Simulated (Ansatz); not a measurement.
C₃H₁₀N₂, SMILES `CNCNC`, relaxed with RKS PBE-D4/def2-SVP in Ansatz 0.2.0 from a rough embedded geometry. The force threshold is 0.03 eV/Å; the program also tests the step.

The species carries charge 0 and has multiplicity 1.

Start:

```xyz
15

C    -0.929    1.908    0.281
N    -0.585    0.861    1.131
C     0.462    0.068    0.581
N    -0.156   -0.987   -0.301
C     0.835   -1.699   -1.002
H    -1.301    1.578   -0.756
H    -0.090    2.593    0.068
H    -1.753    2.496    0.668
H    -1.359    0.260    1.244
H     0.991   -0.497    1.411
H     1.261    0.654    0.087
H    -0.710   -1.564    0.243
H     0.340   -2.375   -1.704
H     1.502   -2.238   -0.331
H     1.491   -1.058   -1.621
```

```tsv
step	energy (eV)	largest force (eV/Å)	largest move (Å)
1	-6240.3273	4.356	0.000
2	-6240.8611	1.246	0.183
3	-6240.9492	0.572	0.178
4	-6240.9783	0.336	0.200
5 (rejected)	-6240.9689	0.532	0.075
6	-6240.9866	0.051	0.036
7	-6240.9879	0.033	0.060
8	-6240.9882	0.017	0.018
```

End:

```xyz
15

C    -1.025    1.885    0.195
N    -0.466    0.969    1.178
C     0.454   -0.007    0.651
N    -0.083   -0.850   -0.420
C     0.909   -1.699   -1.054
H    -1.541    1.391   -0.663
H    -0.209    2.507   -0.233
H    -1.737    2.577    0.690
H    -1.212    0.509    1.714
H     0.851   -0.602    1.517
H     1.331    0.531    0.220
H    -0.846   -1.428   -0.042
H     0.433   -2.335   -1.828
H     1.473   -2.377   -0.358
H     1.667   -1.070   -1.568
```

It took 8.5 s on 4 threads of an Intel Xeon Platinum 8488C on a shared host, with 0.18 GiB of host memory at the peak.
